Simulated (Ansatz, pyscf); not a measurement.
`[B][Cl]` [singlet] + `[FH]` -> `[B][F]` [singlet] + `[ClH]`, a four-centre exchange on the singlet surface: B–Cl, F–H broken, B–F, Cl–H formed. Single points on ωB97X-D3(BJ)/def2-SVP structures (PySCF, gas phase). Wave-function energies: Ansatz (a quantum-chemistry and plane-wave program), frozen core, RHF or UHF references. In kJ/mol, from the separated reactants.

```
level                   barrier  reaction energy
----------------------  -------  ---------------
B3LYP-D3(BJ)/def2-TZVP    88.08          -114.48
M06-2X/def2-TZVP          87.53          -113.58
CCSD(T)/cc-pV(D+d)Z      101.42           -99.55
CCSDT(Q)/cc-pV(D+d)Z     100.49           -98.69
CCSD(T)/cc-pV(T+d)Z       99.99          -111.97
CCSD(T)/cc-pV(Q+d)Z      102.82          -107.81
```

In cc-pV(D+d)Z, going from CCSD(T) to CCSDT(Q) shifts the barrier by -0.93 and the reaction energy by +0.86 kJ/mol. With HF in the quadruple-zeta basis and the correlation energy extrapolated as X⁻³ from X = 3, 4, CCSD(T) gives 102.76 and -105.36; adding the double-zeta shift gives ΔE‡ = 101.84 and ΔE = -104.50 kJ/mol, without core correlation, relativity or geometry relaxation at these levels. The same reactants have a lower exit, to F–BH–Cl (barrier +40.23 kJ/mol at ωB97M-D3(BJ)/def2-TZVP, against +89.96 kJ/mol here). This is the saddle that the search found; another between the same sides may lie lower.
